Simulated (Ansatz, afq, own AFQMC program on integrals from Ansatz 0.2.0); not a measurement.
# Where AFQMC and coupled cluster stand for HBrF, doublet

```csv
atom,x (Å),y (Å),z (Å)
Br,0.0000,0.0000,-1.3449
H,0.0000,0.0000,0.0757
F,0.0000,0.0000,1.2691
```

Connectivity, by distances: BrH ··· F.

Basis cc-pVTZ. Noble-gas cores (and the filled d shells of Ga–Kr and In–Xe) are frozen. Ansatz 0.2.0 and our own AFQMC program on the same integrals; the CISD trial comes from CCSD amplitudes, and released means the phaseless constraint is let go. Error bars are statistical, one sigma. No spin–orbit coupling.

Determinant: UHF, the one that the program's search chose, which needn't be the lowest solution. The geometry is a point of a scan.

No full CI on the walks' own integrals is used here; CCSDT(Q) serves as the reference and is uncertain by about the last step of the cluster series.

Cautions: no relativity below Rb; no spin-orbit coupling; inner d shell frozen.

- T1 diagnostic: 0.0294
- weight of the determinant in the CISD state: 0.861
- ⟨S²⟩ of the determinant: 0.797
- size of the correlated space: 15 electrons in 72 orbitals

Problem. Estimate: order these by the size of their error in total energy against CCSDT(Q), smallest first.
A. CCSD
B. AFQMC with the constraint released
C. MP2
D. CCSD(T)

Solution. B (0.8 ± 1.0 kJ/mol), D (4.3 kJ/mol), A (40.1 kJ/mol), C (123.4 kJ/mol).

Reference: CCSDT(Q), correlation energy -12.283 eV. The released energy is read at 1.50 1/Eh (meV from the phaseless value at times in 1/Eh: -16 ± 5 at 0.24, -28 ± 5 at 0.51, -31 ± 7 at 0.99, -31 ± 11 at 1.50).

A walk keeps the symmetry of its determinant, which the program's search chose and which needn't be the lowest solution, so a lower state of the same spin and another symmetry isn't excluded. Released energies are given only where the last usable release times agree within the noise; a slower fall can still hide under it.
